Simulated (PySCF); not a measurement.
Basis and Hamiltonian dependence of the ionisation energy of B

B [He] 2s2 2p1 (2P) → B⁺ [He] 2s2 (1S). Calculated with PySCF 2.14 from differences of total energies of unrestricted determinants, without spin-orbit coupling. Values in eV.

```
                                                              basis       Hamiltonian  functions    UHF    LDA   PBE0  MP2 (valence)  CCSD(T) (valence)  CCSD(T) (valence and next inner shell)
                                                             6-31G*  non-relativistic         14  7.835  8.420  8.468          7.909              7.791                                     n/a
                                                           def2-SVP  non-relativistic         14  8.126  8.706    n/a          8.208              8.083                                     n/a
                                                            cc-pVDZ  non-relativistic         14  8.038    n/a    n/a          8.148              8.063                                     n/a
                                                     aug-cc-pVDZ-DK     spin-free X2C         23  8.040  8.649  8.660          8.160              8.091                                     n/a
                                                         cc-pVTZ-DK     spin-free X2C         30  8.035    n/a    n/a          8.258              8.206                                     n/a
                                                            pcseg-2  non-relativistic         30  8.011    n/a    n/a          8.205              8.136                                     n/a
                                                        def2-TZVPPD  non-relativistic         37  8.042  8.638  8.646          8.262              8.210                                   8.226
                                                     aug-cc-pVTZ-DK     spin-free X2C         46  8.035  8.639  8.642          8.263              8.211                                     n/a
                                                       x2c-QZVPPall     spin-free X2C         57  8.040  8.643  8.644          8.288              8.230                                   8.257
                                                        def2-QZVPPD  non-relativistic         63  8.043  8.645  8.646          8.291              8.233                                   8.260
        dyall-v3z with one added diffuse shell each of s, p, d type     spin-free X2C         64  8.039    n/a    n/a          8.257              8.208                                     n/a
                                                     aug-cc-pVQZ-DK     spin-free X2C         80  8.039  8.642  8.645          8.288              8.230                                     n/a
aug-cc-pVQZ with one added diffuse shell each of s, p, d, f, g type  non-relativistic        105  8.041  8.644  8.647          8.291                n/a                                     n/a
                                                        aug-cc-pV5Z  non-relativistic        127  8.043  8.648  8.648          8.305              8.242                                     n/a
```

Extrapolation of CCSD(T) (valence) from aug-cc-pVTZ-DK and aug-cc-pVQZ-DK: the correlation parts are 0.176 and 0.191 eV; with the X⁻³ form and unrounded values, (4³ × 0.191 − 3³ × 0.176)/(4³ − 3³) = 0.202 eV, and adding the Hartree-Fock value 8.039 eV of the larger basis gives 8.241 eV.

Frozen in the all-electron rows: valence: 1s2; valence and next inner shell: nothing.

Reference for a calculation without spin-orbit coupling: 8.297 eV (measured, between term centres; NIST).
